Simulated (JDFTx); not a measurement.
Part of a log of JDFTx (a modified build) for Be (SMILES [Be]), charge 0, multiplicity 1 (PBE, GBRV ultrasoft potentials, plane waves to 20/100 Ha):

```
unit cell volume = 8982.03
Chosen fftbox size, S = [  96  96  96  ]
unit cell volume = 8982.03
Chosen fftbox size, S = [  84  84  84  ]
  'Be' pseudopotential, 'SLA  PW   PBX  PBC' functional
  4 valence electrons, 3 orbitals, 6 projectors, 769 radial grid points, with lMax = 2
Initialized 1 species with 1 total atoms.
Folded 1 k-points by 1x1x1 to 1 k-points.
nElectrons:   4.000000   nBands: 2   nStates: 1
average nbasis = 38401.000 , ideal nbasis = 38371.930
Correction to mu due to finite nuclear width = -0.00044186
   Cavity determined by nc: 0.00142 and sigma: 0.707107
   Nonlocal vdW cavity from gaussian model electron density with norm = 8 and sigma = 0.993594 bohr
   Charge asymmetry in cavity with sensitivity pCavity = 36.5 e-bohr/Eh
   Electrostatic cavity expanded by eta = 1.46 bohrs
   Weighted density cavitation model constrained by Nbulk: 0.0049383 bohr^-3, Pvap: 3.14029 kPa, Rvdw: 2.61727 bohr and sigmaBulk: 4.62e-05 Eh/bohr^2 at T: 298 K.
   Weighted density dispersion model using vdW pair potentials with single solvent site with sqrtC6eff: 0.77 SI.
[...]
	Linear fluid (dielectric constant: 78.4, screening length: 4.0613 Bohr) occupying 0.905716 of unit cell:	Completed after 6 iterations
[... later lines of the fluid solver are left out ...]
ElecMinimize: Iter:   0  Etot: -13.981424821793752  |grad|_K:  1.453e-05  alpha:  1.000e+00
ElecMinimize: Iter:   1  Etot: -13.981460604911607  |grad|_K:  6.162e-06  alpha:  2.203e+00  linmin: -1.432e-03
ElecMinimize: Iter:   2  Etot: -13.981463153427820  |grad|_K:  4.909e-06  alpha:  8.730e-01  linmin:  3.207e-03
ElecMinimize: Iter:   3  Etot: -13.981463923161069  |grad|_K:  2.464e-06  alpha:  4.045e-01  linmin:  1.502e-02
ElecMinimize: Iter:   4  Etot: -13.981464381872250  |grad|_K:  1.491e-06  alpha:  1.008e+00  linmin: -2.212e-05
ElecMinimize: Iter:   5  Etot: -13.981464460302254  |grad|_K:  7.319e-07  alpha:  4.595e-01  linmin:  1.349e-06
ElecMinimize: Iter:   6  Etot: -13.981464495068739  |grad|_K:  7.161e-07  alpha:  8.450e-01  linmin: -3.231e-05
ElecMinimize: Converged (|Delta Etot|<1.000000e-07 for 2 iters).

# Energy components:
   A_diel =        0.0046231972843030
   Eewald =       -1.0919513939581575
       EH =        5.3719981246530839
     Eloc =      -12.3343007525732631
      Enl =       -5.0250568656393444
      Exc =       -2.3405553857198118
       KE =        1.4337785808844505
-------------------------------------
     Etot =      -13.9814644950687388


	eMin: -3.882350 at state 0 ( [ +0.000000 +0.000000 +0.000000 ] spin 0 )
	HOMO: -0.185700 at state 0 ( [ +0.000000 +0.000000 +0.000000 ] spin 0 )
```

### Question
Which solvation model was used?
(A) SaLSA
(B) CANDLE
(C) nonlinear PCM (GLSSA13)
(D) linear PCM without cavity terms (LA12)

### Answer
B, CANDLE. The liquid was water (dielectric constant 78.4), 2 M NaCl.
